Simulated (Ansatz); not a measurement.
A run of Ansatz (development build ahead of 0.2.0) on triplet O2 in separate pieces at this shape:

| atom | x (Å) | y (Å) | z (Å) |
| --- | --- | --- | --- |
| O | 0.0000 | 0.0000 | -1.7824 |
| O | 0.0000 | 0.0000 | 1.7824 |

Its results:

```json
{
 "Converged": "yes",
 "Total energy": "-149.92310 hartree",
 "Spin squared of the determinant": "2.000",
 "Stability test": "minimum among restricted orbitals"
}
```

Problem. Which input gives this output? Name the method, the orbitals and the basis set, and write the input.

Solution. PBE0 (restricted open-shell) in pcseg-2.

```yaml
crystal:
  periodic: [false, false, false]
  atoms:
    - { symbol: O, position_ang: [0.0, 0.0, -1.7824] }
    - { symbol: O, position_ang: [0.0, 0.0, 1.7824] }
basis:
  gaussian: { orbitals: pcseg-2 }
magnetization:
  initial_magnetization: 2
hamiltonian:
  xc: pbe0
```

Caution: in another basis set an unrestricted determinant lies well below.
